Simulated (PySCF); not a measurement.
Molecule: `CCC(F)(F)F`, C3H5F3.

Structure with atom numbers: `[CH3:1][CH2:2][C:3]([F:4])([F:5])[F:6]` (H(Xn): hydrogen on atom n).

Geometry PBE0-D3(BJ)/def2-SVP throughout; GIAO in PySCF, gas phase, one conformer, non-relativistic; equivalent atoms averaged; functional PBE0.

For orientation, cc-pVTZ gives these shifts δ (against TMS, CFCl3 at the same level): C3 133.4, C2 30.1, C1 7.8, F4/F5/F6 -80.8, H(C2) 1.86, H(C1) 1.07 ppm.

A run gave: C3 128.0, C2 30.7, C1 9.0, F4/F5/F6 -82.4, H(C2) 1.58, H(C1) 0.94 ppm (shifts δ (against TMS, CFCl3 at the same level)).

Which basis set was used in that run?
A. def2-TZVP
B. 6-31G
C. cc-pVDZ
D. 6-31G*

Answers

C. C3 tells them apart best: cc-pVDZ gives 128.0, 6-31G* gives 124.7, def2-TZVP gives 134.7, 6-31G gives 131.3 ppm.
